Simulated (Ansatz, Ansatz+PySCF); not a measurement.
Two shapes of doublet C2H6(+).

Shape 1:

```xyz
8

C     0.0000    0.1216   -0.7070
C     0.0000   -0.1216    0.7070
H     0.0000    1.1494   -1.0532
H     0.7672   -0.5140   -1.2611
H    -0.7672   -0.5140   -1.2611
H     0.0000   -1.1494    1.0532
H     0.7672    0.5140    1.2611
H    -0.7672    0.5140    1.2611
```

Shape 2:

```xyz
8

C     0.0000    0.1216   -0.7070
C     0.0000   -0.1216    0.7070
H     0.0000    1.1494   -1.0532
H     0.7807   -0.5252   -1.2708
H    -0.7807   -0.5252   -1.2708
H     0.0000   -1.1494    1.0532
H     0.7807    0.5252    1.2708
H    -0.7807    0.5252    1.2708
```

Basis set: cc-pVTZ (spherical functions). Charge 1, multiplicity 2.

Computed with Ansatz (development build ahead of 0.2.0); each method stands on the lowest determinant of its kind that the runs found.

Question: Which shape is lower in energy, and by how much in each method?

Answer:

| method | E(2) − E(1) (eV) |
| --- | --- |
| ROHF | 0.033 |
| UHF | 0.031 |

Shape 1 is lower.
